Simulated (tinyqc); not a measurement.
Inside a calculation. Method: extended Hueckel theory, for CH3. One step of it, computed by the program tinyqc.

Problem. Mulliken analysis. P = C n C^T; charge = valence electrons (C 4, H 1) minus the sum of (P S)_ii on the atom; overlap population = 2 sum P_ij S_ij between two atoms.

coefficients:
```
              MO1        MO2        MO3        MO4        MO5        MO6        MO7
1C 2s    0.658293   0.000000  -0.000113   0.045670   0.000000  -0.002077   1.463996
1C 2px  -0.000036   0.000000   0.528969   0.000012   0.000000   1.218791   0.002906
1C 2py   0.000000   0.528816   0.000000   0.000000   1.218788   0.000000   0.000000
1C 2pz   0.004454   0.000000  -0.000012   0.997947   0.000000   0.000153  -0.110223
2H 1s    0.203622   0.000000   0.499737  -0.014897   0.000000  -1.053299  -0.800329
3H 1s    0.203469   0.432908  -0.250009  -0.014912  -0.912992   0.528552  -0.796558
4H 1s    0.203469  -0.432908  -0.250009  -0.014912   0.912992   0.528552  -0.796558
```

occupations: 2.000000  2.000000  2.000000  1.000000  0.000000  0.000000  0.000000

overlap S, lower triangle:
```
           1C 2s     1C 2px     1C 2py     1C 2pz     2H 1s     3H 1s     4H 1s
1C 2s   1.000000
1C 2px  0.000000   1.000000
1C 2py  0.000000   0.000000   1.000000
1C 2pz  0.000000   0.000000   0.000000   1.000000
2H 1s   0.508834   0.499900   0.000000  -0.036382  1.000000
3H 1s   0.508468  -0.249694   0.432834  -0.036345  0.135828  1.000000
4H 1s   0.508468  -0.249694  -0.432834  -0.036345  0.135828  0.135577  1.000000
```

Give: charges; Overlap populations.

Solution.

charges: 1C -0.186, 2H 0.062, 3H 0.062, 4H 0.062

Overlap populations:
```
pair      value
2-1    0.801537
3-1    0.801179
3-2   -0.045310
4-1    0.801179
4-2   -0.045310
4-3   -0.045225
```
